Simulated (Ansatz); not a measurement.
We consider bcc Ta, described by r²SCAN+SOC (PAW; Ansatz, a quantum-chemistry and plane-wave program).

The input as run:

Ansatz 0.2 input:
```yaml
crystal:
  lattice:
    - [-1.6523254343, 1.6523254343, 1.6523254343]
    - [1.6523254343, -1.6523254343, 1.6523254343]
    - [1.6523254343, 1.6523254343, -1.6523254343]
  atoms:
    - { symbol: Ta, position: [0.0, 0.0, 0.0] }
basis:
  ecutwfc: 560
  ecutrho_ratio: 4
  xc_grid: 3
kpoints:
  mp_grid: { grid: [24, 24, 24] }
hamiltonian:
  xc: r2scan
  dispersion: none
  pseudopotentials: { kind: paw }
scf:
  occupations: { method: fermi_dirac, width: 0.05 }
  convergence: { dr2_threshold: 0.0000000001 }
output:
  forces: false
  stress: true
  eigenvalues: true
magnetization:
  noncollinear: true
  spin_orbit: true
```

Excerpt of the program's output:

```
Crystal: 1 atoms, lattice volume = 18.045 Å³
Basis set: ecut = 560 eV, 555 PW (Γ), exchange–correlation on 72×72×72 points (27 copies of the dense FFT grid, shifted against one another)
Bands: 22, of which v1, the nominal top of the filled ones, is band 13 counted from 1 (12 counted from 0)
Symmetry: 48 space group operations + 48 with time reversal
k-points: 413 of 13824
Initial density: superposition of atomic densities (chi_scale 0.1, normalization cell)
Functional: x = r2scan, c = r2scan; τ floored in thin density (d = 2e-4 eV/Å³)
SCF 1 converged in 8 iterations: F = -9920.427614 eV  dr2 = 1.28e-11
SCF converged after 8 iterations
Free energy (F): -9920.427614 eV
Internal energy: -9920.416766 eV  (E = F + TS)
E sigma→0 (E₀):  -9920.422190 eV
Fermi energy:    18.408955 eV
--- Stress (GPa, compression-positive) ---
       -0.000958      -0.000000       0.000000
        0.000000      -0.000958      -0.000000
       -0.000000       0.000000      -0.000958
  P = ⅓ Tr σ = -0.0010 GPa (-0.010 kbar)
```

The PAW data were made under PBE.
